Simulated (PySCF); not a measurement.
Compound: C4H7N.
Numbering: `[NH2:1][C@@H:2]1[CH:3]=[CH:4][CH2:5]1`

NICS is the negative of the GIAO shielding at a point without a nucleus: at the ring centre (0) and 1 Å above and below it (1); zz is the component along the ring normal. Level: GIAO PBE0/pcSseg-1 (PySCF, non-relativistic, gas phase) on the GFN2-xTB geometry, one conformer.

Ring bond lengths (Å), with Mayer bond orders in brackets: C2–C3 1.510 (1.00), C3–C4 1.328 (1.79), C4–C5 1.503 (1.05), C5–C2 1.571 (0.98).

Problem. What do the NICS probes read (ppm)?

Solution. 
| ring | type | NICS(0) | NICS(1), two faces | NICS(1)zz, two faces | rms pucker (Å) | centre to ring atoms, mean (Å) |
| --- | --- | --- | --- | --- | --- | --- |
| C2–C3–C4–C5 | 4-membered carbocycle; formal bonds 1 double, 3 single | 0.8 | -1.9 / -3.0 | 1.9 / -1.0 | 0.01 | 1.04 |

Problem. What do they say, and how far can they be read as aromaticity?

Solution. 
- C2–C3–C4–C5: mean NICS(1)zz 0.4 ppm, near zero. C2, C5 have four or more neighbours, and the NICS criterion for π rings isn't applied.

Problem. At the second NICS(1) probe listed for ring C2–C3–C4–C5, 1 Å off the ring, what do the in-plane components average?

Solution. The isotropic value is a third of the trace: (3 × -3.0 − (-1.0))/2 = -4.0 ppm.

Problem. Give the inner angles of the rings and the Hirshfeld charges of the ring atoms.

Solution. 
- C2–C3–C4–C5: C2 85.5° (+0.017 e), C3 94.2° (-0.054 e), C4 95.0° (-0.046 e), C5 85.3° (-0.089 e); sum 360.0° against 360° for a flat convex ring.

Problem. What are the shieldings of the ring atoms and their hydrogens in the same run (means over atoms taken as equivalent)?

Solution. 
```json
{"atoms": "C2", "environment": "sp3 carbon bound to nitrogen", "σ isotropic (ppm)": "127.9"}
{"atoms": "C3", "environment": "alkene CH carbon", "σ isotropic (ppm)": "37.2"}
{"atoms": "C4", "environment": "alkene CH carbon", "σ isotropic (ppm)": "41.4"}
{"atoms": "C5", "environment": "allylic carbon", "σ isotropic (ppm)": "139.5"}
{"atoms": "H on C2", "environment": "methine hydrogen", "σ isotropic (ppm)": "27.72"}
{"atoms": "H on C3", "environment": "vinylic hydrogen", "σ isotropic (ppm)": "25.35"}
{"atoms": "H on C4", "environment": "vinylic hydrogen", "σ isotropic (ppm)": "25.34"}
{"atoms": "H on C5", "environment": "methylene hydrogen", "σ isotropic (ppm)": "28.83"}
{"atoms": "H on C5", "environment": "methylene hydrogen", "σ isotropic (ppm)": "29.88"}
```

Shape of the structure used: `[NH2:1][C@@H:2]1[CH:3]=[CH:4][CH2:5]1`: H–N1–C2–C3 49°, H–N1–C2–C3 169°.
